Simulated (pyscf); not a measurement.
Elementary routes open to HB=NH + silane (SiH₄) in the gas phase (singlet surface):
A. H₂N–BH–SiH₃ (H–Si broken; B–Si, H–N formed)
B. H₂B–NH–SiH₃ (H–Si broken; B–H, N–Si formed)

Optimised with ωB97X-D3(BJ)/def2-SVP in PySCF. MP2 and CC: frozen core, UHF for open shells. ΔMP2 is the change of the MP2 total energy from the triple- to the quadruple-zeta basis.

Rank the routes by free-energy barrier at 900 K, lowest first, for CCSD(T)/def2-TZVPP + ΔMP2(QZVPP) energies (ideal gas, 1 atm, RRHO with modes under 100 cm⁻¹ raised to 100, one conformer, R ln 2 for chiral ones without a mode under 150 cm⁻¹).

B (1.98 eV), A (3.20 eV)

Route B is the fastest of these, ahead of the next by 1.22 eV. The most stable products are those of B (ΔG = -0.54 eV), so kinetics and thermodynamics agree. At 298 K B is still the fastest. Only these routes are compared; each barrier is that of the saddle found, and lower ones may exist. The CCSD(T) − MP2 part came from Ansatz, without density fitting, on the same reference.
